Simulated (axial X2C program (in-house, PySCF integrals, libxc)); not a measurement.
# PN⁺: properties at the nuclei

Aim: properties at the nuclei of PN⁺, with spin–orbit coupling in the Hamiltonian from the start.

Computed with an in-house X2C program for linear molecules on PySCF integrals. Level: two-component X2C with atomic mean-field terms, P dyall-v3z, N dyall-av3z.

All values are calculated.

### Step 1. Input

task.json

```json
{"zs": [15, 7], "q": 1, "bas": ["dyall-v3z", "dyall-av3z"], "r0": 1.62, "levels": ["PBE0", "HF", "r2SCAN", "PBE50", "BP86"], "nst": 3}
```

Keys: zs atomic numbers; q charge; bas basis sets; r0 starting distance in Å; levels methods (HF also brings MP2); nst determinants followed.

Run with:

```
$ python soeom.py task.json out
```

Further steps of the session: Expectation values, lowest determinant; Expectation values, a higher determinant.

Before running it: what results should come out? Wanted: lowest determinant; Eeff magnitude; Ws magnitude P; A∥/gI P; qzz P; higher determinant (for each run or level that gives them).

As calculated:

```
                                        quantity                                    value
                              lowest determinant  Ω = 1/2 (excess of +ω over −ω: ω = 1/2)
                    Eeff magnitude (GV/cm), PBE0                                   0.0553
                      Ws magnitude P (kHz), PBE0                                   0.0747
                             A∥/gI P (MHz), PBE0                                       48
                              qzz P (a.u.), PBE0                                    -0.36
                              higher determinant  Ω = 3/2 (excess of +ω over −ω: ω = 3/2)
Eeff magnitude (GV/cm), PBE0, higher determinant                                 0.000554
  Ws magnitude P (kHz), PBE0, higher determinant                                 0.000266
         A∥/gI P (MHz), PBE0, higher determinant                                      122
          qzz P (a.u.), PBE0, higher determinant                                    -2.62
```

**Reading.** In the first state, the effective field runs from 0.0486 to 0.0845 GV/cm over the mean-field levels. The expectation values come from single determinants, which for open shells can mix terms of unlike spin or miss the lowest Ω, so a determinant need not be a state. Eeff is the effective electric field on the electron dipole moment in this Ω state and Ws the scalar–pseudoscalar constant (defined with the proton number Z and per Ω); A∥ is the parallel hyperfine constant, which follows by multiplying with the nuclear g factor gI = μI/(I μN); qzz is the electric field gradient, eQq0 = 234.96 MHz × Q/barn × qzz. The operators were transformed with the bare-nucleus X2C matrices.
